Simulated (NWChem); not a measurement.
Program: NWChem. System: hydrogen sulfide (H₂S), charge 0, spin multiplicity 1, at a geometry optimised with PBE0/def2-SVP. Level: PBE/cc-pVDZ.

The NWChem input:

```
start mol
memory heap 200 mb stack 800 mb global 1000 mb
geometry units angstroms nocenter noautoz
  S      0.000000     0.000000     0.104000
  H     -0.971478     0.000000    -0.831997
  H      0.971478     0.000000    -0.831997
  symmetry group C2v
end
basis spherical
  * library cc-pvdz
end
dft
  xc xpbe96 cpbe96
  semidirect memsize 60000000 filesize 0
  iterations 100
end
task dft energy
```

Output (cleaned and shortened):

```
             Northwest Computational Chemistry Package (NWChem) 7.3.0
             --------------------------------------------------------

                                NWChem Input Module
                                -------------------

 Scaling coordinates for geometry "geometry" by  1.889725989
 (inverse scale =  0.529177249)

 Turning off AUTOSYM since
 SYMMETRY directive was detected!

                             Geometry "geometry" -> ""
                             -------------------------

 Output coordinates in angstroms (scale by  1.889725989 to convert to a.u.)

  No.       Tag          Charge          X              Y              Z
 ---- ---------------- ---------- -------------- -------------- --------------
    1 S                   16.0000     0.00000000     0.00000000     0.10400000
    2 H                    1.0000    -0.97147800     0.00000000    -0.83199700
    3 H                    1.0000     0.97147800     0.00000000    -0.83199700

 Effective nuclear repulsion energy (a.u.)      12.8249127440

            Nuclear Dipole moment (a.u.)
            ----------------------------
        X                 Y               Z
 ---------------- ---------------- ----------------
     0.0000000000     0.0000000000     0.0000113384

      Symmetry information
      --------------------

 Group name             C2v
 Group number             16
 Group order               4
 No. of unique centers     2

      Symmetry unique atoms

     1    2


 Summary of "ao basis" -> "" (spherical)
 ------------------------------------------------------------------------------
       Tag                 Description            Shells   Functions and Types
 ---------------- ------------------------------  ------  ---------------------
 *                          cc-pvdz                   on all atoms

  pbe96 is a nonlocal functional; adding pw91lda local functional.

                                 NWChem DFT Module
                                 -----------------

 Summary of "ao basis" -> "ao basis" (spherical)
 ------------------------------------------------------------------------------
       Tag                 Description            Shells   Functions and Types
 ---------------- ------------------------------  ------  ---------------------
 S                          cc-pvdz                  8       18   4s3p1d
 H                          cc-pvdz                  3        5   2s1p

 Summary of "ao basis" -> "ao basis" (spherical)
 ------------------------------------------------------------------------------
       Tag                 Description            Shells   Functions and Types
 ---------------- ------------------------------  ------  ---------------------
 S                          cc-pvdz                  8       18   4s3p1d
 H                          cc-pvdz                  3        5   2s1p

      Symmetry analysis of basis
      --------------------------

        a1         13
        a2          2
        b1          8
        b2          5

            General Information
            -------------------
          SCF calculation type: DFT
          Wavefunction type:  closed shell.
          No. of atoms     :     3
          No. of electrons :    18
           Alpha electrons :     9
            Beta electrons :     9
          Charge           :     0
          Spin multiplicity:     1
          Use of symmetry is: on ; symmetry adaption is: on
          Maximum number of iterations: 100
          AO basis - number of functions:    28
                     number of shells:    14
          Convergence on energy requested:  1.00D-06
          Convergence on density requested:  1.00D-05
          Convergence on gradient requested:  5.00D-04

              XC Information
              --------------
          PerdewBurkeErnzerhof Exchange Functional  1.000
            Perdew 1991 LDA Correlation Functional  1.000 local
           PerdewBurkeErnz. Correlation Functional  1.000 non-local

             Grid Information
             ----------------
          Grid used for XC integration:  medium
          Radial quadrature: Mura-Knowles
          Angular quadrature: Lebedev.
          Tag              B.-S. Rad. Rad. Pts. Rad. Cut. Ang. Pts.
          ---              ---------- --------- --------- ---------
          S                   1.00       88           6.0       590
          H                   0.35       45           7.0       434
          Grid pruning is: on
          Number of quadrature shells:   133
          Spatial weights used:  Erf1

          Convergence Information
          -----------------------
          Convergence aids based upon iterative change in
          total energy or number of iterations.
          Levelshifting, if invoked, occurs when the
          HOMO/LUMO gap drops below (HL_TOL):  1.00D-02
          DIIS, if invoked, will attempt to extrapolate
          using up to (NFOCK): 10 stored Fock matrices.

                    Damping( 0%)  Levelshifting(0.5)       DIIS
                  --------------- ------------------- ---------------
          dE  on:    start            ASAP                start
          dE off:    2 iters        100 iters           100 iters

      Screening Tolerance Information
      -------------------------------
          Density screening/tol_rho:  1.00D-10
          AO Gaussian exp screening on grid/accAOfunc:  14
          CD Gaussian exp screening on grid/accCDfunc:  20
          XC Gaussian exp screening on grid/accXCfunc:  20
          Schwarz screening/accCoul:  1.00D-08

      Superposition of Atomic Density Guess
      -------------------------------------

 Sum of atomic energies:        -398.47612984

      Non-variational initial energy
      ------------------------------

 Total energy =    -398.625777
 1-e energy   =    -575.587647
 2-e energy   =     164.136957
 HOMO         =      -0.316795
 LUMO         =       0.093415

      Symmetry analysis of molecular orbitals - initial
      -------------------------------------------------

  Numbering of irreducible representations:

     1 a1          2 a2          3 b1          4 b2

  Orbital symmetries:

     1 a1          2 a1          3 b1          4 a1          5 b2
     6 a1          7 b1          8 a1          9 b2         10 b1
    11 a1         12 b1         13 a1         14 a1         15 b2
    16 a1         17 a2         18 b2         19 b1

------------------------------------------------------------
EAF file 0: "./mol.aoints.0" size=524288 bytes
------------------------------------------------------------
               write      read    awrite     aread      wait
               -----      ----    ------     -----      ----
     calls:        1         0         0         0         0
   data(b): 5.24e+05  0.00e+00  0.00e+00  0.00e+00
   time(s): 0.00e+00  0.00e+00  0.00e+00  0.00e+00  0.00e+00
rate(mb/s): 0.00e+00  0.00e+00
------------------------------------------------------------

   convergence    iter        energy       DeltaE   RMS-Dens  Diis-err    time
 ---------------- ----- ----------------- --------- --------- ---------  ------
 d= 0,ls=0.0,diis     1   -399.1930826916 -4.12D+02  1.60D-02  1.58D-01     0.5
 d= 0,ls=0.0,diis     2   -399.2002687363 -7.19D-03  9.11D-03  6.09D-02     0.5
 d= 0,ls=0.0,diis     3   -399.2096123737 -9.34D-03  3.10D-03  9.71D-03     0.6
 d= 0,ls=0.0,diis     4   -399.2112650581 -1.65D-03  4.99D-04  2.65D-04     0.6
 d= 0,ls=0.0,diis     5   -399.2113060740 -4.10D-05  4.12D-05  3.26D-06     0.6
 d= 0,ls=0.0,diis     6   -399.2113065770 -5.03D-07  5.10D-06  2.55D-08     0.6

         Total DFT energy =     -399.211306576987
      One electron energy =     -576.615068186073
           Coulomb energy =      190.800236987195
    Exchange-Corr. energy =      -26.221388122104
 Nuclear repulsion energy =       12.824912743995

 Numeric. integr. density =       18.000007895166

     Total iterative time =      0.4s

                  Occupations of the irreducible representations
                  ----------------------------------------------

                     irrep           alpha         beta
                     --------     --------     --------
                     a1                5.0          5.0
                     a2                0.0          0.0
                     b1                2.0          2.0
                     b2                2.0          2.0

                       DFT Final Molecular Orbital Analysis
                       ------------------------------------

 Vector    7  Occ=2.000000D+00  E=-3.979065D-01  Symmetry=b1
              MO Center=  5.9D-16, -4.5D-16, -3.9D-01, r^2= 1.5D+00
   Bfn.  Coefficient  Atom+Function         Bfn.  Coefficient  Atom+Function
  ----- ------------  ---------------      ----- ------------  ---------------
     8      0.414288  1 S  px                19     -0.315272  2 H  s
    24      0.315272  3 H  s                 11      0.228609  1 S  px
    20     -0.124598  2 H  s                 25      0.124598  3 H  s
    17      0.064057  1 S  d  1

 Vector    8  Occ=2.000000D+00  E=-3.229668D-01  Symmetry=a1
              MO Center=  1.4D-15,  9.2D-17,  1.6D-01, r^2= 1.5D+00
   Bfn.  Coefficient  Atom+Function         Bfn.  Coefficient  Atom+Function
  ----- ------------  ---------------      ----- ------------  ---------------
    10      0.441999  1 S  pz                 4      0.393009  1 S  s
    13      0.326815  1 S  pz                19     -0.221021  2 H  s
    24     -0.221021  3 H  s                  3      0.211380  1 S  s
    20     -0.097419  2 H  s                 25     -0.097419  3 H  s
    16     -0.030078  1 S  d  0

 Vector    9  Occ=2.000000D+00  E=-2.191304D-01  Symmetry=b2
              MO Center= -2.7D-16, -6.0D-16,  6.5D-02, r^2= 1.4D+00
   Bfn.  Coefficient  Atom+Function         Bfn.  Coefficient  Atom+Function
  ----- ------------  ---------------      ----- ------------  ---------------
    12      0.551273  1 S  py                 9      0.548499  1 S  py
    15     -0.029164  1 S  d -1

 Vector   10  Occ=0.000000D+00  E=-1.487946D-03  Symmetry=b1
              MO Center=  2.0D-14, -3.9D-16, -3.0D-01, r^2= 2.8D+00
   Bfn.  Coefficient  Atom+Function         Bfn.  Coefficient  Atom+Function
  ----- ------------  ---------------      ----- ------------  ---------------
    11      0.951450  1 S  px                20      0.885543  2 H  s
    25     -0.885543  3 H  s                  8      0.379311  1 S  px
    19      0.281947  2 H  s                 24     -0.281947  3 H  s
    17     -0.152415  1 S  d  1

 Vector   11  Occ=0.000000D+00  E= 9.053327D-03  Symmetry=a1
              MO Center= -2.9D-14, -1.1D-16, -7.1D-01, r^2= 3.5D+00
   Bfn.  Coefficient  Atom+Function         Bfn.  Coefficient  Atom+Function
  ----- ------------  ---------------      ----- ------------  ---------------
     4      1.181172  1 S  s                 20     -1.005895  2 H  s
    25     -1.005895  3 H  s                 13     -0.817473  1 S  pz
    10     -0.295460  1 S  pz                 3      0.176820  1 S  s
    19     -0.169869  2 H  s                 24     -0.169869  3 H  s
    18     -0.051744  1 S  d  2               2     -0.051212  1 S  s

 Vector   12  Occ=0.000000D+00  E= 2.796463D-01  Symmetry=b1
              MO Center=  3.8D-14, -1.3D-16, -5.9D-01, r^2= 3.6D+00
   Bfn.  Coefficient  Atom+Function         Bfn.  Coefficient  Atom+Function
  ----- ------------  ---------------      ----- ------------  ---------------
    20      1.027832  2 H  s                 25     -1.027832  3 H  s
    19     -0.524413  2 H  s                 24      0.524413  3 H  s
    17      0.370140  1 S  d  1               8      0.341002  1 S  px
    11     -0.161714  1 S  px                 5      0.066086  1 S  px

 center of mass
 --------------
 x =   0.00000000 y =   0.00000000 z =   0.09163370

 moments of inertia (a.u.)
 ------------------
           5.932126879085           0.000000000000           0.000000000000
           0.000000000000          12.725394665337           0.000000000000
           0.000000000000           0.000000000000           6.793267786252

     Multipole analysis of the density
     ---------------------------------

     L   x y z        total         alpha         beta         nuclear
     -   - - -        -----         -----         ----         -------
     0   0 0 0     -0.000000     -9.000000     -9.000000     18.000000

     1   1 0 0     -0.000000     -0.000000     -0.000000      0.000000
     1   0 1 0     -0.000000     -0.000000     -0.000000      0.000000
     1   0 0 1     -0.495897     -0.247954     -0.247954      0.000011

     2   2 0 0     -8.981716     -7.861120     -7.861120      6.740523
     2   1 1 0     -0.000000     -0.000000     -0.000000      0.000000
     2   1 0 1     -0.000000     -0.000000     -0.000000      0.000000
     2   0 2 0    -12.019688     -6.009844     -6.009844      0.000000
     2   0 1 1     -0.000000     -0.000000     -0.000000      0.000000
     2   0 0 2     -9.846259     -7.704085     -7.704085      5.561911

 Task  times  cpu:        0.6s     wall:        0.6s

 Total times  cpu:        0.6s     wall:        0.6s
```
